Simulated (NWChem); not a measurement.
System: methanethiol (CH₄S); SMILES CS

```xyz
6

C      0.0118     1.1488     0.0000
S      0.0686    -0.6625     0.0000
H     -0.4794     1.5445     0.8999
H      1.0567     1.4884     0.0000
H     -0.4794     1.5445    -0.8999
H     -1.2656    -0.8692     0.0000
```
Atoms are numbered in this order, from 1.

Results from NWChem. The geometry was optimised at PBE0/def2-SVP. Total energies compare along this basis series because the functional is fixed.

```
level             basis functions  energy (Ha)  highest occupied level (eV)  orbital gap (eV)  dipole (D)
----------------  ---------------  -----------  ---------------------------  ----------------  ----------
PBE0/cc-pVDZ                   52    -438.5089                   (withheld)        (withheld)        1.57
PBE0/aug-cc-pVDZ               86    -438.5149                        -6.83              6.56        1.60
PBE0/cc-pVTZ                  120    -438.5406                        -6.79              7.29        1.57
PBE0/aug-cc-pVTZ              188    -438.5417                        -6.85              6.56        1.57
PBE0/cc-pVQZ                  234    -438.5482                        -6.82              7.08        1.56
```

Fill in the missing entries.


- PBE0/cc-pVDZ, highest occupied level (eV): -6.64
- PBE0/cc-pVDZ, orbital gap (eV): 7.59
